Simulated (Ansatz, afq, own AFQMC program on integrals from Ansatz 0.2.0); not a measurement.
# NH3 (singlet): quantum Monte Carlo beside coupled cluster at distance N1–H4 = 1.012 Å, 6-31G

One table from this session's results is given with a row withheld; the runs are named, their logs left out.

Method: 6-31G, frozen cores; program: Ansatz 0.2.0, Gaussian basis, and an in-house AFQMC program (afq) on its integrals; all values are calculated.

To be run: Full CI; PBE (unrestricted); r2SCAN (unrestricted); PBE0 (unrestricted); B3LYP (unrestricted); wB97M-V (unrestricted); CCSD(T) on RHF; B2PLYP (unrestricted); Full CI; CCSDT(Q) on RHF; CCSDTQ on RHF; Phaseless AFQMC, CISD trial on RHF; Phaseless AFQMC, single-determinant trial on RHF; Free-projection AFQMC, CISD trial on RHF; UHF.

4 further runs of the same task are left out: 4 that didn't finish.

### What is computed

The geometry derives from a PBE0/def2-TZVP stationary point (not a proven minimum). One bond is set to the value named and the two fragments are kept rigid.

4 atoms, charge 0, spin multiplicity 1.

Atoms are counted from 1 here; the program's logs count them from 0.

Bond lengths: N1–H2 1.012 Å, N1–H3 1.012 Å, N1–H4 1.012 Å. Angles: H2–N1–H3 107.1°, H2–N1–H4 107.1°, H3–N1–H4 107.1°.

The first run:

File in.yaml:

```yaml
crystal:
  periodic: [false, false, false]
  atoms:
    - {symbol: N, position_ang: [0.000346, -0.000071, -0.066679]}
    - {symbol: H, position_ang: [0.938533, 0.012953, 0.313733]}
    - {symbol: H, position_ang: [-0.482601, 0.808210, 0.305505]}
    - {symbol: H, position_ang: [-0.460745, -0.820176, 0.307354]}
basis:
  gaussian: {orbitals: 6-31G}
correlation: {method: fci, electrons: outside_noble_gas}
```

Command:

```console
ansatz run in.yaml --threads 1 --pin off --events-out ev --progress --plain --max-ram 16896MiB --backend cuda --devices 0, --max-vram 18GiB
```

Among the steps run: Full CI; PBE (unrestricted); r2SCAN (unrestricted); PBE0 (unrestricted); B3LYP (unrestricted); wB97M-V (unrestricted); CCSD(T) on RHF; B2PLYP (unrestricted); CCSDT(Q) on RHF; CCSDTQ on RHF; Phaseless AFQMC, CISD trial on RHF; Phaseless AFQMC, single-determinant trial on RHF; Free-projection AFQMC, CISD trial on RHF; UHF.

One table of the session follows, with a row left open; its other results are not shown here.

On the RHF determinant, counted from full CI (exact for this spin and basis):

| level | from full CI (kJ/mol) |
| --- | --- |
| HF | ? |
| MP2 | +38.5 |
| CCSD | +4.8 |
| CCSD(T) | +1.1 |
| CCSDT(Q) | 0.0 |
| CCSDTQ | 0.0 |
| full CI | 0.0 |
| Phaseless AFQMC, CISD trial, step 0.005, 4000 walkers | 0.0 |
| Phaseless AFQMC, single-determinant trial, step 0.005, 4000 walkers | -3.0 |
| Free-projection AFQMC, CISD trial, step 0.03, 4000 walkers | 0.0 |

Estimate the missing values for HF.

**Answer.** from full CI (kJ/mol): +342.5. In the column «from full CI (kJ/mol)» it is the highest.

To keep in mind: On RHF the phaseless walk with the CISD trial lies 0.0 kJ/mol from full CI, within three error bars.
